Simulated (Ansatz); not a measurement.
**CHSi, doublet: from triple and quadruple zeta to the limit**

```xyz
3

Si    0.0000    0.0000    1.4814
C     0.0000    0.0000   -0.2010
H     0.0000    0.0000   -1.2804
```

Connectivity, by distances: Si–CH.

Ansatz 0.2.0, UHF determinant, valence electrons correlated. Energies in eV.

```csv
set,X,functions,Hartree–Fock,MP2 correlation,CCSD(T) correlation,time
def2-TZVPP,3,87,-8905.6636,-5.6489,-7.0806,"12 s on 1 × NVIDIA H100 80GB HBM3 with 1 thread of AMD EPYC 7R13 Processor (Zen 3), on a shared host"
def2-QZVPP,4,157,-8905.9366,-6.0590,-7.4365,18 s on 1 × NVIDIA H100 80GB HBM3 with 1 thread of AMD EPYC 7R13 Processor (Zen 3) (shared host)
```

Hartree–Fock is taken to follow E(X) = E∞ + A·exp(−7.88·√X), correlation E(X) = E∞ + B·X^−2.97.

Cautions: ⟨S²⟩ of the determinant is 1.07 against 0.75, spin contaminated.

Q: Work out the CCSD(T) energy at the limit, and how far the shortcut misses it that extrapolates MP2 and adds CCSD(T) minus MP2 from the smaller set.

A: Hartree–Fock: E∞ = E4 + 0.1377·(E4 − E3) = -8905.9742. Correlation: E∞ = E4 + 0.7407·(E4 − E3) = -7.7001 for CCSD(T) and -6.3627 for MP2. The limit is -8913.6742 eV, 0.301 eV below def2-QZVPP. The shortcut gives a correlation energy of -6.3627 + (-1.4317) = -7.7944, 94 meV lower than the direct value.

Past Ne part of the Hartree–Fock step between the two sets comes from the cores, which don't follow the formula, so the 38 meV that it adds to the total can overshoot; that part largely cancels in differences.
